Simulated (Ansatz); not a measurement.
Input file:

```yaml
crystal:
  periodic: [false, false, false]
  atoms:
    - {symbol: Al, position_ang: [0.000000, -0.091288, 2.065134]}
    - {symbol: N, position_ang: [0.000000, -0.311430, -0.671024]}
    - {symbol: H, position_ang: [0.000000, 0.402717, -1.394109]}
basis:
  gaussian: {orbitals: 6-31G}
magnetization: {spin_polarized: false, initial_magnetization: 1}
correlation: {method: ccsdtq, electrons: outside_noble_gas}
```

```sh
$ ansatz run in.yaml --threads 2 --pin off --events-out ev --progress --plain --max-ram 24576MiB --backend cuda --devices 0, --max-vram 18GiB
```

Log:

```
503 factors; integrals over basis functions are off by at most 4.0e-8 eV
mean field evaluation 1: about -8070.2803 eV, gradient 3.3e1 eV
mean field evaluation 2: about -8070.2947 eV, gradient 3.3e1 eV
mean field evaluation 4: about -8074.2032 eV, gradient 6.2e0 eV
mean field evaluation 8: about -8075.1019 eV, gradient 2.1e0 eV
mean field evaluation 16: about -8075.1382 eV, gradient 3.3e-3 eV
mean field evaluation 32: about -8075.6334 eV, gradient 4.7e-2 eV
mean field evaluation 64: about -8075.1382 eV, gradient 3.4e-5 eV
mean field evaluation 96: about -8075.1382 eV, gradient 1.3e-4 eV
mean field evaluation 128: about -8068.0936 eV, gradient 2.1e0 eV
mean field evaluation 160: about -8072.5644 eV, gradient 2.2e1 eV
...
cycle  40  -4.30748785 eV  change    2.6e-6 eV  update   8.6e-6
cycle  41  -4.30748828 eV  change   -4.3e-7 eV  update   6.8e-6
cycle  42  -4.30748896 eV  change   -6.7e-7 eV  update   8.1e-6
cycle  43  -4.30749311 eV  change   -4.2e-6 eV  update   4.7e-6
cycle  44  -4.30749187 eV  change    1.2e-6 eV  update   3.5e-6
cycle  45  -4.30749157 eV  change    2.9e-7 eV  update   2.9e-6
cycle  46  -4.30749046 eV  change    1.1e-6 eV  update   3.3e-6
cycle  47  -4.30748944 eV  change    1.0e-6 eV  update   1.5e-6
cycle  48  -4.30748898 eV  change    4.6e-7 eV  update   1.3e-6
cycle  49  -4.30748886 eV  change    1.2e-7 eV  update   7.2e-7
Total energy: -8079.94092016 eV, -296.9323520352 hartree
```

For the same geometry and basis full CI lies 0.3 meV lower.

Ran on 2 threads of AMD EPYC 7R13 with a shared H100 80 GB, shared host: 31 s wall, 0.86 GiB peak host memory.
